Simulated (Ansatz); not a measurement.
For fcc Ir, LDA (PAW; Ansatz, an electronic-structure program) gives:

| Item | Result |
|---|---|
| equilibrium lattice constant a | 3.811 Å |
| bulk modulus | 405 GPa |
| cohesive energy | 9.30 eV/atom |
| elastic constant C11 | 672 GPa |
| elastic constant C44 | 292 GPa |
| polycrystal shear modulus | 251 GPa |

Question: What does r²SCAN in Ansatz (PAW) give for the same quantities?

Answer: 
- lattice constant a: 3.844 Å (grows by 0.9 %)
- bulk modulus: 377 GPa (falls by 6.9 %)
- cohesive energy: 7.12 eV/atom (shrinks by 2.18 eV/atom)
- elastic constant C11: 633 GPa (drops by 5.8 %)
- elastic constant C44: 277 GPa (decreases by 5.1 %)
- Voigt–Reuss–Hill shear modulus: 239 GPa (drops by 4.8 %)

For comparison: lattice constant a 3.831 Å (measured, static lattice: zero-point anharmonic expansion removed; as tabulated in Mejia-Rodriguez and Trickey (2018), arXiv:1807.09216); bulk modulus 365 GPa (measured, corrected for temperature and zero-point phonon effects; as tabulated in Levämäki et al. (2014), arXiv:1402.3671); elastic constant C11 590 GPa (measured, temperature not stated, no zero-point or thermal correction; as tabulated in Mehl and Papaconstantopoulos (1996), arXiv:mtrl-th/9602003); elastic constant C44 262 GPa (measured, temperature not stated, no zero-point or thermal correction; as tabulated in Mehl and Papaconstantopoulos (1996), arXiv:mtrl-th/9602003).

Changes are worked out from the printed values.

Unless a cell is named, each level is at its own relaxed cell (LDA 13.84, r²SCAN 14.20 Å³/atom).

Levels without +SOC leave out spin–orbit coupling, which shifts energies and cells of such heavy elements.

Ansatz's density-functional and Hartree–Fock values are scalar-relativistic unless marked +SOC, with PAW data made under PBE.
